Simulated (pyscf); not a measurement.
Structures and frequencies: ωB97X-D3(BJ)/def2-SVP in PySCF.

**Question.** Estimate the classical barrier height and the reaction energy of `[CH2]=[CH][BH][OH]` + `[H][H]` → `[BH2][OH]` + `[CH2]=[CH2]` at ωB97M-D3(BJ)/def2-TZVP. The step runs on the singlet surface, breaks B–C, H–H and forms B–H, C–H; take the separated reactants as zero.

**Answer.** ΔE‡ = 38.5 kcal/mol, ΔE = +0.4 kcal/mol. Zero-point energy shifts the barrier by +3.7 kcal/mol. It is a four-centre exchange, with an imaginary mode of 1127i cm⁻¹. At the saddle there is also a short B–H contact that neither side keeps. H₂C=CH–BH–OH lies 23.3 kcal/mol over its isomer H₃C–CH₂–B=O (electronic energy, ωB97M-D3(BJ)/def2-TZVP). One saddle was located; it need not be the lowest between these sides.
